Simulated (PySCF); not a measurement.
# Thiazole (C₃H₃NS): NMR shifts and electronic excitations in gas and solvents, part 2 of 2

PySCF 2.14.0. Atoms count from 0.

**9. TDDFT and polarisability: PBE0/aug-cc-pVTZ**

What the job is given:

```
{"job": {"kind": "uv", "xc": "PBE0", "basis": "aug-cc-pVTZ", "ip": false, "dynamic": true}, "charge": 0, "multiplicity": 1}
C      0.603096     0.928060     0.493779
C      1.052172    -0.316911     0.812580
S     -0.230193    -1.433149     0.688061
C     -1.274028    -0.154750     0.219286
N     -0.715717     1.013649     0.158551
H      1.211446     1.822651     0.491449
H      2.044542    -0.621385     1.105170
H     -2.316547    -0.339686    -0.002952
```

With the program's defaults for keys left out, this is: TDDFT PBE0/aug-cc-pVTZ, vertical, gas phase, core orbitals frozen in the response.

The program printed:

```text
coarse grid: 7808 points
cycle   1  E = -568.7666301173  dE =  9.548e-01  |g| = 3.112e-01  |ddm| = 6.265e+00
cycle   2  E = -568.7160797621  dE =  5.055e-02  |g| = 5.524e-01  |ddm| = 1.121e+00
cycle   3  E = -568.7910021141  dE = -7.492e-02  |g| = 6.664e-02  |ddm| = 7.015e-01
cycle   4  E = -568.7918259893  dE = -8.239e-04  |g| = 3.432e-02  |ddm| = 1.397e-01
cycle   5  E = -568.7920865295  dE = -2.605e-04  |g| = 1.068e-02  |ddm| = 5.663e-02
cycle   6  E = -568.7921125818  dE = -2.605e-05  |g| = 4.232e-03  |ddm| = 1.876e-02
cycle   7  E = -568.7921170490  dE = -4.467e-06  |g| = 1.118e-03  |ddm| = 6.688e-03
final grid: 72480 points
cycle   8  E = -568.7933861581  dE = -3.649e-05  |g| = 1.023e-02  |ddm| = 2.997e-01
cycle   9  E = -568.7933369016  dE =  4.926e-05  |g| = 1.666e-02  |ddm| = 3.705e-02
cycle  10  E = -568.7934096441  dE = -7.274e-05  |g| = 2.557e-03  |ddm| = 2.401e-02
cycle  11  E = -568.7934112002  dE = -1.556e-06  |g| = 5.339e-04  |ddm| = 3.512e-03
cycle  12  E = -568.7934112684  dE = -6.825e-08  |g| = 6.470e-05  |ddm| = 7.838e-04
cycle  13  E = -568.7934112694  dE = -9.265e-10  |g| = 2.909e-05  |ddm| = 1.431e-04
converged SCF energy = -568.7934112694

Static polarisability (au): isotropic 58.087, principal 39.655 65.012 69.593

Singlet excitations
state   eV       nm        f      main configurations
  1   5.4498    227.5   0.00024   H-1->L 0.99
  2   5.7522    215.5   0.07884   H->L 0.91
  3   6.1215    202.5   0.00429   H->L+2 0.76, H->L+1 0.10, H->L+5 0.09
  4   6.3758    194.5   0.00056   H->L+1 0.87, H->L+2 0.10
  5   6.4100    193.4   0.03223   H-2->L 0.76, H->L+4 0.12
  6   6.9400    178.7   0.00714   H-2->L+2 0.62, H-2->L+5 0.09
  7   6.9911    177.3   0.01633   H->L+3 0.78, H-2->L+2 0.09
  8   7.0097    176.9   0.03237   H-1->L+2 0.59, H->L+4 0.28
  9   7.0801    175.1   0.00156   H-1->L+4 0.90
 10   7.1439    173.6   0.02499   H-1->L+1 0.85, H-1->L+2 0.10

Triplet excitations (Tamm-Dancoff, eV): 3.9017 4.9280 5.0584 5.6192
```

It took 38 s on 1 thread of Arm Neoverse V1, shared host; peak memory 1 GiB.

Frontier orbitals and where they lie:

```csv
orbital,eV,atoms
HOMO−3,-10.51,"S2 43 %, C1 19 %, C0 17 %"
HOMO−2,-8.35,"S2 35 %, N4 24 %, C1 16 %"
HOMO−1,-8.07,"N4 58 %, C3 13 %, S2 11 %"
HOMO,-7.38,"C1 25 %, C0 24 %, C3 20 %"
LUMO,-0.87,"S2 26 %, C3 24 %, C1 17 %"
LUMO+1,0.00,"H6 45 %, H5 20 %, H7 12 %"
LUMO+2,0.07,"S2 39 %, H7 30 %, C3 14 %"
```

With each of the 10 states as a Gaussian band of 0.4 eV half-width at 1/e, the curve within the window shown has maxima at 215 nm (ε 3,400), 177 nm (ε 3,400) L/(mol cm). Beyond the last state computed it falls off for lack of states. The curve at chosen wavelengths:

nm, ε (L/mol/cm) and a bar:
```
      167       1252 ###########
      171       2395 #####################
      174       3086 ############################
      178       3343 ##############################
      181       3073 ############################
      185       2511 ######################
      188       2187 ####################
      192       1979 ##################
      195       1952 #################
      199       2056 ##################
      203       2350 #####################
      206       2678 ########################
      210       3125 ############################
      213       3339 ##############################
      217       3320 ##############################
      220       3064 ###########################
      224       2491 ######################
      228       1818 ################
      231       1344 ############
      235        831 #######
      238        549 #####
      242        296 ##
      245        178 #
      249         86 #
      252         48 
      256         21
```

Leading natural transition orbitals of singlet state 2: the hole lies on C0, C1 about 27 % each; C3 19 %; S2 15 %; the particle on C3 27 %; S2 26 %; N4 17 %.

Leading natural transition orbitals of singlet state 1: the hole lies on N4 67 %; S2 13 %; C0, C3 about 6 % each; the particle on C3 27 %; S2 24 %; C1 16 %.

Ground-state properties from the same run:

```csv
property,computed,measured
dipole moment (D),1.60,1.62
polarisability (Å³),8.61,–
HOMO–LUMO gap (eV),6.51,–
−ε(HOMO) (eV),7.38,–
C6 with itself (au),1295,–
```

Measured: gas; NIST CCCBDB Release 22 (SRD 101), experimental dipoles.

**10. TDDFT and polarisability: CAM-B3LYP/aug-cc-pVTZ**

Same as in step 9 but for these lines:

```diff
@@ -1,2 +1,2 @@
-{"job": {"kind": "uv", "xc": "PBE0", "basis": "aug-cc-pVTZ", "ip": false, "dynamic": true}, "charge": 0, "multiplicity": 1}
+{"job": {"kind": "uv", "xc": "CAM-B3LYP", "basis": "aug-cc-pVTZ", "ip": false, "dynamic": false}, "charge": 0, "multiplicity": 1}
 C      0.603096     0.928060     0.493779
```

Method: TDDFT CAM-B3LYP/aug-cc-pVTZ, vertical, gas phase, core orbitals frozen in the response.

The program printed:

```text
coarse grid: 7808 points
cycle   1  E = -569.0160390018  dE =  1.069e+00  |g| = 3.267e-01  |ddm| = 6.340e+00
cycle   2  E = -569.0049336633  dE =  1.111e-02  |g| = 4.372e-01  |ddm| = 9.726e-01
cycle   3  E = -569.0449159810  dE = -3.998e-02  |g| = 4.626e-02  |ddm| = 5.311e-01
cycle   4  E = -569.0454138014  dE = -4.978e-04  |g| = 1.965e-02  |ddm| = 1.056e-01
cycle   5  E = -569.0455000021  dE = -8.620e-05  |g| = 9.750e-03  |ddm| = 4.151e-02
cycle   6  E = -569.0455250421  dE = -2.504e-05  |g| = 1.939e-03  |ddm| = 1.652e-02
cycle   7  E = -569.0455261497  dE = -1.108e-06  |g| = 1.006e-03  |ddm| = 4.179e-03
final grid: 72480 points
cycle   8  E = -569.0496989479  dE = -2.912e-05  |g| = 2.950e-03  |ddm| = 2.298e-01
cycle   9  E = -569.0496982048  dE =  7.431e-07  |g| = 3.413e-03  |ddm| = 1.713e-02
cycle  10  E = -569.0497008492  dE = -2.644e-06  |g| = 5.117e-04  |ddm| = 4.987e-03
cycle  11  E = -569.0497009029  dE = -5.365e-08  |g| = 2.530e-04  |ddm| = 1.135e-03
cycle  12  E = -569.0497009171  dE = -1.416e-08  |g| = 4.821e-05  |ddm| = 4.097e-04
cycle  13  E = -569.0497009176  dE = -5.541e-10  |g| = 1.492e-05  |ddm| = 1.074e-04
converged SCF energy = -569.0497009176

Static polarisability (au): isotropic 57.960, principal 39.882 64.626 69.373

Singlet excitations
state   eV       nm        f      main configurations
  1   5.5574    223.1   0.00040   H-1->L 0.96
  2   5.7771    214.6   0.08799   H->L 0.92
  3   6.2345    198.9   0.00404   H->L+2 0.38, H->L+5 0.25, H->L+4 0.12
  4   6.4155    193.3   0.03578   H-2->L 0.79, H->L+7 0.08
  5   6.4835    191.2   0.00062   H->L+1 0.85
  6   6.9836    177.5   0.00498   H-2->L+2 0.32, H-2->L+5 0.28, H-2->L+4 0.10
  7   7.1403    173.6   0.02647   H->L+3 0.49, H->L+2 0.21, H->L+5 0.16
  8   7.2413    171.2   0.00153   H-1->L+7 0.41, H-1->L+6 0.38, H-1->L+12 0.14
  9   7.2804    170.3   0.13378   H->L+6 0.50, H-1->L+2 0.17, H->L+7 0.08
 10   7.3795    168.0   0.00006   H->L+4 0.26, H->L+3 0.20, H->L+2 0.19

Triplet excitations (Tamm-Dancoff, eV): 3.9258 5.0322 5.0705 5.6901
```

Run time: 37 s. Hardware: 1 thread of Arm Neoverse V1, shared host; peak memory 1.2 GiB.

Key values: HOMO -8.64 eV, LUMO 0.21 eV; lowest singlet 5.56 eV.

**11. Excited states and response: wB97X-D/aug-cc-pVTZ**

Same as in step 10 but for these lines:

```diff
@@ -1,2 +1,2 @@
-{"job": {"kind": "uv", "xc": "CAM-B3LYP", "basis": "aug-cc-pVTZ", "ip": false, "dynamic": false}, "charge": 0, "multiplicity": 1}
+{"job": {"kind": "uv", "xc": "wB97X-D", "basis": "aug-cc-pVTZ", "ip": true, "dynamic": false}, "charge": 0, "multiplicity": 1}
 C      0.603096     0.928060     0.493779
```

Method: TDDFT wB97X-D/aug-cc-pVTZ, vertical, gas phase, core orbitals frozen in the response.

The program printed:

```text
coarse grid: 7808 points
cycle   1  E = -569.0263310077  dE =  1.109e+00  |g| = 3.394e-01  |ddm| = 6.448e+00
cycle   2  E = -569.0255975879  dE =  7.334e-04  |g| = 4.055e-01  |ddm| = 1.317e+00
cycle   3  E = -569.0589114488  dE = -3.331e-02  |g| = 4.208e-02  |ddm| = 5.018e-01
cycle   4  E = -569.0593855600  dE = -4.741e-04  |g| = 2.047e-02  |ddm| = 1.641e-01
cycle   5  E = -569.0594971781  dE = -1.116e-04  |g| = 8.593e-03  |ddm| = 4.952e-02
cycle   6  E = -569.0595191258  dE = -2.195e-05  |g| = 1.808e-03  |ddm| = 2.184e-02
cycle   7  E = -569.0595204269  dE = -1.301e-06  |g| = 1.074e-03  |ddm| = 6.418e-03
final grid: 72480 points
cycle   8  E = -569.0627026092  dE = -1.424e-04  |g| = 6.605e-03  |ddm| = 3.330e-01
cycle   9  E = -569.0627019630  dE =  6.461e-07  |g| = 6.426e-03  |ddm| = 2.852e-02
cycle  10  E = -569.0627111042  dE = -9.141e-06  |g| = 1.146e-03  |ddm| = 9.760e-03
cycle  11  E = -569.0627113823  dE = -2.781e-07  |g| = 4.851e-04  |ddm| = 2.347e-03
cycle  12  E = -569.0627114393  dE = -5.702e-08  |g| = 1.019e-04  |ddm| = 8.875e-04
cycle  13  E = -569.0627114435  dE = -4.150e-09  |g| = 2.308e-05  |ddm| = 2.965e-04
cycle  14  E = -569.0627114438  dE = -3.538e-10  |g| = 1.721e-05  |ddm| = 9.292e-05
converged SCF energy = -569.0627114438

Static polarisability (au): isotropic 57.964, principal 40.038 64.553 69.302

Singlet excitations
state   eV       nm        f      main configurations
  1   5.5495    223.4   0.00035   H-1->L+1 0.97
  2   5.7948    214.0   0.08782   H->L+1 0.92
  3   6.3363    195.7   0.00366   H->L+5 0.49, H->L+2 0.19, H->L+8 0.08
  4   6.4454    192.4   0.03659   H-2->L+1 0.79
  5   6.6507    186.4   0.00101   H->L 0.78, H->L+13 0.09
  6   7.0920    174.8   0.00295   H-2->L+5 0.51, H-2->L+2 0.16, H-2->L+8 0.08
  7   7.2522    171.0   0.00179   H-1->L+6 0.39, H-1->L+7 0.37, H-1->L+12 0.16
  8   7.3021    169.8   0.03047   H->L+2 0.36, H->L+3 0.29, H->L+5 0.13
  9   7.3329    169.1   0.12980   H->L+6 0.47, H-1->L+5 0.14, H-1->L+2 0.10
 10   7.4968    165.4   0.02491   H-1->L 0.45, H-1->L+2 0.24

Triplet excitations (Tamm-Dancoff, eV): 4.0099 5.0725 5.1523 5.7846
Vertical ionisation energy (delta-SCF) = 9.4735 eV
```

It took 2.5 min on 1 thread of Arm Neoverse V1, shared host; peak memory 1.3 GiB.

This run: HOMO -9.17 eV, LUMO 0.85 eV; lowest singlet 5.55 eV.

**12. Comparing the runs: NMR shifts**

Shifts (ppm) of some atoms, chosen among heavy atoms and hydrogens apart, with basis size and wall time:

```csv
run,C3,C0,C1,H7,H6,S2,N4,functions,time
PBE0/pcSseg-2,162.4,153.6,127.3,8.83,7.44,288,368.8,229,21 s
KT3/pcSseg-2,147.4,141.9,116.0,8.63,7.26,269,340.7,229,25 s
wB97X-D/pcSseg-2,166.2,155.2,129.7,8.88,7.46,293,370.3,229,21 s
B97-2/pcSseg-2,159.3,150.7,124.7,8.78,7.38,284,359.9,229,16 s
WP04/pcSseg-2 in chloroform,169.0,154.6,133.5,8.81,7.53,306,356.3,229,17 s
wB97X-D/pcSseg-2 in chloroform,169.9,155.6,132.5,9.07,7.79,295,359.9,229,21 s
```

**13. Side by side: electronic excitations**

Excitations and ground-state properties, with basis size and wall time:

```csv
run,lowest singlet (eV),brightest (eV),f,gap (eV),α (Å³),μ (D),functions,time
PBE0/aug-cc-pVTZ,5.45,5.75,0.079,6.51,8.61,1.60,303,38 s
CAM-B3LYP/aug-cc-pVTZ,5.56,7.28,0.134,8.85,8.59,1.70,303,37 s
wB97X-D/aug-cc-pVTZ,5.55,7.33,0.130,10.02,8.59,1.65,303,2.5 min
```

Measured dipole: 1.62 D (gas; NIST CCCBDB Release 22 (SRD 101), experimental dipoles).

**14. Outcome**

This closing draws on all 2 parts.

| quantity | value |
| --- | --- |
| point group | Cs |
| rotational constants (main isotopes) | 8.63, 5.58, 3.39 GHz |
| ¹³C shifts against TMS (PBE0/pcSseg-2) | 162.4, 153.6, 127.3 ppm |
| ¹H shifts against TMS (PBE0/pcSseg-2) | 8.83, 8.29, 7.44 ppm |
| ³³S shifts against CS2 (PBE0/pcSseg-2) | 288 ppm |
| ¹⁵N shifts against NH3 (PBE0/pcSseg-2) | 368.8 ppm |
| surface potential, 1st and 99th percentile | -1.62 V and 1.43 V |
| lowest singlet (PBE0/aug-cc-pVTZ) | 5.45 eV (228 nm), f = 0.000 |
| brightest single state of those computed | state 2, 5.75 eV, f = 0.079 |
| lowest triplet | 3.90 eV |
| range of the shift of N4 (wB97X-D/pcSseg-2 runs) | 359.9 to 370.3 ppm |
| range of the lowest singlet | 5.45 to 5.56 eV |

**Reading.** Relaxing lowered the energy by 0.102 eV in 6 steps; the close pair that moved most is C3–N4, from 1.257 to 1.296 Å. At PBE0/pcSseg-2: The widest tensor belongs to N4: span 647 ppm, with a paramagnetic part of -426 ppm. NICS(1)zz of -32 ppm above the planar ring from C0 marks a diatropic (aromatic) ring current. By nearest atom (PBE0/pcSseg-2), the HOMO sits on C0, C1, C3 about 25 % each; S2 12 % and the LUMO on C3 25 %; S2 24 %. The lowest singlet, at 5.45 eV, is HOMO−1→LUMO 0.99 and is dark; of the 10 states computed, the strongest absorption comes from state 2 at 5.75 eV. The lowest triplet lies 1.55 eV below the lowest singlet (triplets in Tamm-Dancoff, singlets in full TDDFT). The dipole moment, 1.60 D, compares with 1.62 D measured (one conformer here). At one level, wB97X-D/pcSseg-2: In ppm, N4 moves most: its shift spreads over 10.4 ppm, from 359.9 (wB97X-D/pcSseg-2 in chloroform) to 370.3 (wB97X-D/pcSseg-2). The lowest singlet runs from 5.45 eV (PBE0/aug-cc-pVTZ) to 5.56 eV (CAM-B3LYP/aug-cc-pVTZ), while the orbital gap spans 6.51 to 10.02 eV: the excitation energy moves far less from run to run than the orbital gap does. The lowest state need not be the same one in every run. The runs solved for a few states only, so the brightest column depends on that window. For the measured dipole, PBE0/aug-cc-pVTZ misses least (0.02 D, 38 s) and CAM-B3LYP/aug-cc-pVTZ most (0.08 D, 37 s). One molecule ranks no method: errors cancel, and vibration and temperature are missing from all runs.
